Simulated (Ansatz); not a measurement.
Energy needed to pull apart CH₅AlO (SMILES C[O][AlH2]), closed shell, into free ground-state atoms, from the structure below (displaced at random from a GFN2-xTB minimum); no zero-point or spin–orbit terms; open-shell atoms are treated unrestricted, in their ground-state multiplicity.

```csv
atom,x (Å),y (Å),z (Å)
C1,-0.5250,1.1731,-0.4352
O2,0.0393,-0.0484,0.0001
Al3,0.6596,-1.4533,0.5222
H4,-1.2196,1.0035,-1.2758
H5,0.3104,1.8583,-0.7874
H6,-1.0786,1.6789,0.3659
H7,2.0688,-1.4834,1.0887
H8,-0.1655,-2.7249,0.4510
```

Computed with Ansatz 0.2.0 (basis: def2-TZVPP); correlated methods freeze the cores.

```
   method  atomization energy (kJ/mol)
   PBE-D4                         2691
r2SCAN-D4                            ?
  PBE0-D4                            ?
 BHLYP-D4                         2617
  LC-wPBE                         2669
  wB97M-V                         2690
       HF                         1985
      MP2                         2650
     CCSD                         2593
  CCSD(T)                         2622
```

(1) What does r2SCAN-D4 give? (An estimate is asked for; the value comes from the calculation.)

(2) What does PBE0-D4 give? (To be estimated.)

The T1 diagnostic stays at or below 0.012.

Results:

(1) By the calculation: 2684 kJ/mol, which is about 62 kJ/mol more than CCSD(T)/def2-TZVPP.

(2) The calculation gives: 2653 kJ/mol, which is about 31 kJ/mol more than CCSD(T)/def2-TZVPP.

In triple zeta the MP2 and coupled-cluster atomization energies are still short of their basis limit by a few kcal/mol a bond, whereas those of the functionals are nearly converged, so these differences are not deviations from converged CCSD(T).

For scale, one of the runs: CCSD(T)/def2-TZVPP forces, 174 basis functions (an equivalent command: `ansatz run in.yaml --threads 4`). Hardware: 4 CPU threads, shared host. Wall time 59 s; peak host memory 2.9 GiB.
